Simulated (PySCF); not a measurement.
# [PS2]+: bend–stretch map

These are results of PBE0 in PySCF with P def2-TZVP, S def2-TZVP; no relativity; density-fitted integrals, not measurements.

Rigid scan from the singlet minimum (P–S 1.835 Å (×2); S–P–S 180.0°). Coordinate: rows scale both bonds, columns set the S–P–S angle. Energies in kJ/mol from the minimum.

Task: Give the energy map for rows 0.94, 0.97, 1.00, 1.03, 1.06, 1.10 and columns 90, 105, 120, 135, 150, 165, 180.

Result: 
```json
{"scale \\ angle": "0.94", "90": "319.9", "105": "414.9", "120": "253.4", "135": "157.8", "150": "99.8", "165": "67.7", "180": "57.4"}
{"scale \\ angle": "0.97", "90": "224.2", "105": "324.1", "120": "182.5", "135": "99.7", "150": "49.6", "165": "21.9", "180": "13.0"}
{"scale \\ angle": "1.00", "90": "164.0", "105": "268.4", "120": "145.1", "135": "73.9", "150": "31.1", "165": "7.6", "180": "0.0"}
{"scale \\ angle": "1.03", "90": "131.7", "105": "240.0", "120": "133.4", "135": "72.8", "150": "36.8", "165": "17.1", "180": "10.8"}
{"scale \\ angle": "1.06", "90": "121.3", "105": "232.7", "120": "141.2", "135": "90.3", "150": "60.6", "165": "44.4", "180": "39.2"}
{"scale \\ angle": "1.10", "90": "133.3", "105": "247.2", "120": "173.6", "135": "134.4", "150": "112.2", "165": "100.3", "180": "96.6"}
```

Task: And the size of the dipole moment (D, about the centre of mass) on the same grid?

Result: 
```csv
scale \ angle,90,105,120,135,150,165,180
0.94,0.01,0.91,0.58,0.39,0.26,0.13,0.00
0.97,0.15,0.85,0.53,0.36,0.24,0.12,0.00
1.00,0.29,0.79,0.49,0.33,0.22,0.11,0.00
1.03,0.44,0.74,0.46,0.31,0.21,0.10,0.00
1.06,0.60,0.70,0.44,0.29,0.19,0.10,0.00
1.10,0.80,0.67,0.41,0.28,0.18,0.09,0.00
```

The bond scale of lowest energy on the grid is 1.06 at 90°, 1.06 at 105°, 1.03 at 120°, 1.03 at 135°, 1.00 at 150°, 1.00 at 165°, 1.00 at 180°.

Other isomers or separated fragments may lie lower.
